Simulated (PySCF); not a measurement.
**Bond curve of LiMg**

Set-up: basis Li cc-pVDZ, Mg cc-pVDZ; no relativity; PySCF 2.14. Energies in eV from Li + Mg in their ground configurations at the same level. State: ²Σ⁺ (doublet), unpaired electrons σ ↑.

```json
{"R (Å)": "2.789", "ROHF-CCSD": "-0.0586"}
{"R (Å)": "2.913", "ROHF-CCSD": "-0.0984"}
{"R (Å)": "3.006", "ROHF-CCSD": "-0.1143"}
{"R (Å)": "3.099", "ROHF-CCSD": "-0.1217"}
{"R (Å)": "3.192", "ROHF-CCSD": "-0.1230"}
{"R (Å)": "3.316", "ROHF-CCSD": "-0.1183"}
{"R (Å)": "3.471", "ROHF-CCSD": "-0.1067"}
{"R (Å)": "3.657", "ROHF-CCSD": "-0.0898"}
```

**Question.** Put a parabola through the three lowest points of the ROHF-CCSD curve and estimate Re, k and ωe (reduced mass 5.428 u; 1 eV/Å² = 0.16022 mdyn/Å; ωe = 1302.8·√(k/μ) cm⁻¹).

**Answer.** Through R = 3.099, 3.192, 3.316 Å the second-order coefficient is 0.239 eV/Å², so Re ≈ 3.175 Å, k ≈ 0.0766 mdyn/Å and ωe ≈ 155 cm⁻¹. A polynomial fit of higher order to the unrounded ROHF-CCSD energies gives Re = 3.168 Å, k = 0.0865 mdyn/Å, ωe = 165 cm⁻¹; anharmonicity and rounding make the difference.

The higher-order fit for each curve: ROHF-CCSD: Re = 3.168 Å, ωe = 165 cm⁻¹, De = 0.123 eV.

Correlated steps freeze 1 core orbital. The bond is weak. Basis-set superposition, not corrected here, can be much of De in a small basis, most of all at correlated wavefunction levels. The state is the lowest determinant that a PBE0 search found; another state may lie lower at other levels.
